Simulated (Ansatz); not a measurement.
Rock-salt TiC, treated with PBEsol (Ansatz, a quantum-chemistry and plane-wave program, PAW).

Settings: plane-wave cutoff 520 eV, 26×26×26 k mesh, Fermi–Dirac smearing 0.056 eV (set by the program), no spin polarisation, scalar-relativistic PAW data made under PBE.

Cell (relaxed at this level):

```cif
data_C4Ti4
_chemical_formula_sum 'Ti4 C4'
_space_group_name_H-M_alt 'Fm-3m'
_space_group_IT_number 225
_space_group_name_Hall '-F 4 2 3'
_cell_length_a 4.29311
_cell_length_b 4.29311
_cell_length_c 4.29311
_cell_angle_alpha 90.000
_cell_angle_beta 90.000
_cell_angle_gamma 90.000
loop_
_atom_site_label
_atom_site_type_symbol
_atom_site_symmetry_multiplicity
_atom_site_Wyckoff_symbol
_atom_site_fract_x
_atom_site_fract_y
_atom_site_fract_z
_atom_site_occupancy
Ti1 Ti 4 a 0.00000 0.00000 0.00000 1
C1 C 4 b 0.50000 0.50000 0.50000 1
```
(The calculation used a cell of 2 atoms; values per cell refer to that cell.)

Question: Give the computed elastic constant C12, Voigt–Reuss–Hill bulk modulus, Poisson ratio, elastic constant C44, Young modulus and elastic constant C11.

Answer: 
* **elastic constant C12**: 123 GPa
* **Voigt–Reuss–Hill bulk modulus**: 268 GPa
* **Poisson ratio**: 0.215
* **elastic constant C44**: 172 GPa
* **Young modulus**: 458 GPa
* **elastic constant C11**: 556 GPa

Measured, for comparison: elastic constant C12 113 GPa (temperature not stated, no zero-point or thermal correction, our sources range from 106 to 113; as tabulated in Jochym et al. (1999), arXiv:1301.6077); elastic constant C44 175 GPa (temperature not stated, no zero-point or thermal correction; as tabulated in Jochym et al. (1999), arXiv:1301.6077); elastic constant C11 500 GPa (temperature not stated, no zero-point or thermal correction, our sources range from 500 to 514; as tabulated in Jochym et al. (1999), arXiv:1301.6077). Computed (rounded) less measured: elastic constant C12 +9 % (+9 % to +16 % over the range), elastic constant C44 -2 %, elastic constant C11 +11 % (+8 % to +11 % over the range). A static lattice is as a rule a little smaller and stiffer than an uncorrected measurement, which narrows the difference in the elastic constant C12 and would widen misses of the other sign.

Elastic constants are with the ions relaxed.

The computed numbers hold no vibrational or temperature effects.

The result took about 5 core-minutes (a rough figure).
